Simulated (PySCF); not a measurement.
## Neon: a sound run and one with changed settings

Sound run: Ne [Ne], Ne+ [He] 2s2 2p5. All numbers are calculated (PySCF 2.14, the non-relativistic Hamiltonian (point nucleus), in aug-cc-pVDZ (4s3p2d, 23 functions)). In the sound run the correlated levels freeze 1s2. The sound run starts from symmetry-adapted Hartree-Fock orbitals and uses a fine grid where one is needed.

Changed run: all electrons correlated in a basis built for the valence shell.

```csv
species,method,sound run (hartree),changed run (hartree),converged
Ne,MP2,-128.70322,-128.70541,yes
Ne,CCSD(T),-128.70929,-128.71129,yes
Ne+,MP2,-127.90903,-127.91107,yes
Ne+,CCSD(T),-127.92208,-127.92398,yes
```

Ionisation energy of Ne:

```csv
method,sound run (eV),changed run (eV)
UHF,19.850,19.850
MP2,21.611,21.615
SCS-MP2,21.466,21.467
CCSD,21.390,21.393
CCSD(T),21.421,21.424
```

A valence basis has no tight correlating functions, so it recovers only part of the core correlation, and not evenly between atom and ion.

For comparison, NIST gives 21.565 eV between the lowest levels.
